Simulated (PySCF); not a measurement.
hydroxide (HO), SMILES [OH-], charge -1. Atoms are numbered in the order given.

```xyz
2

O      0.0000     0.0000    -0.1071
H      0.0000     0.0000     0.8564
```
Charge -1, spin multiplicity 1.

The structure is a stationary point at PBE0-D3(BJ)/def2-TZVPD.

Computed with PySCF with HF/pcSseg-2.

GIAO shieldings, no solvent; atoms alike by connectivity are averaged. δ = σ(ref) − σ: ¹⁷O against H2O (σ = 326.0 ppm); ¹H against TMS (σ = 31.98 ppm), references at their B3LYP-D3(BJ)/def2-TZVP geometries, non-relativistic.

| nucleus | atoms | count | δ (ppm) |
|---|---|---|---|
| ¹⁷O | O1 | 1 | -28.9 |
| ¹H | H2 | 1 | -5.37 |
